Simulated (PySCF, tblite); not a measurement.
Q: Give a GFN2-xTB geometry of `[SiH2-]N[SiH3]`. (Charge -1.)

A: 
```xyz
9
H6NSi2 angstrom
Si     1.282   -0.566   -0.620
N      0.379    0.701    0.274
Si    -1.196    0.165   -0.030
H      1.535   -1.584    0.484
H      2.652    0.079   -0.578
H      0.642    1.016    1.201
H     -1.590   -1.229    0.273
H     -1.539    0.465   -1.424
H     -2.152    0.960    0.822
```

Orientation and origin are arbitrary. Atoms count from 1 in this order. N2 (nitrogen bridging silicon atoms) is pyramidal (angles 122.9°, 120.3° and 98.9°, sum 342.2°, 0.33 Å off the plane of its three neighbours). Si1 (silicon bonded to N and 2 H) is pyramidal (angles 101.2°, 98.1° and 96.6°, sum 295.9°, 0.77 Å off the plane of its three neighbours). The N–Si distances run from 1.691 Å (N2–Si3, drawn single) to 1.795 Å (Si1–N2, drawn single), a spread of 0.104 Å. Si3 (SiH3 silicon) is distorted tetrahedral (angles from 102.2° to 120.6°).

Bonds between heavy atoms (Å): Si1–N2 1.795, N2–Si3 1.691.

Structure optimised with GFN2-xTB, isolated species.

Its GFN2-xTB frequencies are all real (lowest 84 cm⁻¹). Torsions: H–Si1–N2–Si3 -92° and 169°. 2 starts were optimised and ended at 0.00 and 1.39 kcal/mol (GFN2-xTB); the lowest of these is shown.

One conformer stands for the species.

All values are computed, not measured.
